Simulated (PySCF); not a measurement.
Löwdin shares of the frontier orbitals

Compound: silylphosphane, H₅PSi.
Structure used (PBE0-D3(BJ)/def2-SVP), in Å, numbered top down from 1:
```
atom  x, y, z in Å
Si1   -0.8118    0.1127   -0.0740
P2     1.3860   -0.0267   -0.6113
H3    -1.5647   -0.8597   -0.9217
H4    -1.2767    1.4962   -0.3920
H5    -1.0938   -0.1767    1.3654
H6     1.5662   -1.2767    0.0585
H7     1.8015    0.7408    0.5209
```

Method used: PySCF, TDDFT wB97X-D/def2-SVPD, vertical, gas phase, core orbitals frozen in the response.

Frontier orbitals with the atoms that hold most of them (Löwdin shares over 4%, at most four atoms; ? is withheld):

| orbital | ε (eV) | atoms |
| --- | --- | --- |
| LUMO+2 | 2.25 | P2 52%, Si1 14%, H6 14%, H7 14% |
| LUMO+1 | 1.92 | P2 31%, Si1 31%, H5 9%, H3 8% |
| LUMO | 1.70 | ? |
| HOMO | -9.44 | ? |
| HOMO-1 | -11.01 | P2 36%, Si1 29%, H4 9%, H3 8% |
| HOMO-2 | -11.64 | Si1 37%, H3 22%, H4 22%, P2 9% |
| HOMO-3 | -12.18 | Si1 38%, H5 30%, P2 16%, H4 6% |

(1) Give the leading atoms of the LUMO.

(2) Give the leading atoms of the HOMO.

(3) How does S1 compare with the orbital gap of 11.14 eV?

(4) Give energy, strength and leading configuration of S6 and S7, and follow the Löwdin shares of the leading atoms from the occupied to the empty orbital.

## Answers

(1) Si1 (bonded to P and 3 H) 43%; P2 (bonded to Si and 2 H) 25%; H5 (bonded to Si) 10%; H3 (bonded to Si) 6%. By element: silicon 43%, phosphorus 25%, hydrogen 15% or more.

(2) P2 (bonded to Si and 2 H) 66%; Si1 (bonded to P and 3 H) 15%; H6 (bonded to P) 6%; H7 (bonded to P) 6%. By element: phosphorus 66%, silicon 15%, hydrogen 13% or more.

(3) S1 is at 6.71 eV (f = 0.014), 4.43 eV below the gap, made of HOMO→LUMO+2 (93%). Its leading pair isn't HOMO and LUMO; the energies of that pair differ by 11.68 eV. 

(4) 
- S6 (8.32 eV, f 0.042), HOMO-1→LUMO (74%): P2 36% → 25%, Si1 29% → 43%
- S7 (8.43 eV, f 0.198), HOMO-1→LUMO+1 (85%): P2 36% → 31%, Si1 29% → 31%

Löwdin shares depend on the basis, the more so with diffuse functions.
